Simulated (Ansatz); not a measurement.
Compare A (`CNCC#CS`) with its isomer B (`C/C(C=S)=C/N`).

Computed with Ansatz on PBE0-D4/def2-TZVP structures; ΔE is electronic, products minus reactants. CBS: MP2 limit from def2 TZ/QZ plus the TZ coupled-cluster correction, frozen cores. DFT in def2-TZVPP. B3LYP here is the variant with VWN-RPA as its local correlation; programs differ in this. One conformer a species, not always the lowest.

A:

```xyz
13

C    -1.707    1.401   -0.692
N    -0.993    0.378    0.037
C     0.418    0.348   -0.300
C     1.111   -0.777    0.299
C     1.679   -1.721    0.791
S     2.460   -3.094    1.354
H    -1.597    1.334   -1.787
H    -1.347    2.388   -0.386
H    -2.770    1.350   -0.449
H    -1.396   -0.533   -0.138
H     0.877    1.281    0.049
H     0.598    0.316   -1.392
H     2.668   -2.670    2.615
```

B:

Z-matrix (Å, degrees):
```
C
C 1 1.496
H 1 1.092 2 111.3
H 1 1.093 2 110.9 3 121.1
H 1 1.093 2 110.9 3 -121.1
C 2 1.419 1 119.6 3 -180.0
C 2 1.368 1 119.4 3 0.0
S 6 1.635 2 126.6 1 -0.0
H 6 1.093 2 116.4 1 179.9
N 7 1.346 2 128.7 1 179.9
H 7 1.086 2 118.0 1 -0.1
H 10 1.001 7 120.4 2 179.4
H 10 1.003 7 122.0 2 0.4
```

Which isomer does CCSD(T)/CBS put lower? Give the gap. (Best estimate.)

Ansatz gave: B, by 35.4 kcal/mol.

Give E(B) − E(A) in kcal/mol with B3LYP, B2PLYP, MP2/def2-TZVPP, PBE0-D4, HF/def2-TZVPP, CCSD/def2-TZVPP, CCSD(T)/def2-TZVPP. (Best estimate.)

Computed: B3LYP -37.8, B2PLYP -36.8, MP2/def2-TZVPP -35.4, PBE0-D4 -39.9, HF/def2-TZVPP -30.1, CCSD/def2-TZVPP -32.6, CCSD(T)/def2-TZVPP -35.0. None reverses the order clearly.

Largest T1 diagnostic: 0.016.

In def2-TZVPP, CCSD(T) changes the Hartree–Fock value by −4.9 kcal/mol (the triples alone add −2.4 kcal/mol) and MP2 by −5.4 kcal/mol. The D4 term adds −2.0 kcal/mol with B3LYP and −1.0 kcal/mol with PBE0; it sums over pairs of atoms, weighted by their polarisabilities, and B3LYP, whose exchange is more repulsive, gets the larger term.
